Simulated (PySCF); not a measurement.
ethane (C2H6), SMILES CC. Heavy atoms are numbered as in [CH3:1][CH3:2]. Hydrogens are named by the atom that carries them.

The structure is a stationary point at ωB97X-D3(BJ)/def2-TZVP.

Level of theory: PBE/pcSseg-2 run with PySCF.

GIAO shieldings, no solvent; atoms alike by connectivity are averaged. δ = σ(ref) − σ: ¹³C against TMS (σ = 181.4 ppm); ¹H against TMS (σ = 31.47 ppm), references at their B3LYP-D3(BJ)/def2-TZVP geometries, non-relativistic.

```
nucleus     atoms  count  δ (ppm)
-------  --------  -----  -------
¹³C      C1 (CH3)      2      9.7
¹H        H on C1      6     0.96
```
